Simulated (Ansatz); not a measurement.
# Calcium, fcc: convergence with the plane-wave cutoff

Computed with Ansatz, r²SCAN, scalar-relativistic PAW, on the relaxed cell (a = 5.567 Å; spin not included). Errors count from a run at 500 eV on a Γ-centred 16×16×16 mesh with Fermi-Dirac smearing of 0.1 eV, extrapolated to zero width. Fixed here: mesh 10×10×10, Fermi-Dirac width 0.1 eV. The pressure holds a Pulay correction and is unreliable far below the recommended cutoff. The SCF starts from atomic densities corrected by a trained network.

```tsv
cutoff (eV)	E(σ→0) error (meV/atom)	P (GPa)	SCF iterations
150	8075.2	-0.77	6
200	1353.7	0.42	6
250	173.8	-0.04	6
300	16.1	0.03	6
350	1.7	0.01	6
420	-0.8	0.00	6
500	-1.9	0.00	6
600	-2.7	0.00	6
800	-3.7	0.00	6
```

Within 5 meV/atom of the last row: from 420 eV on.
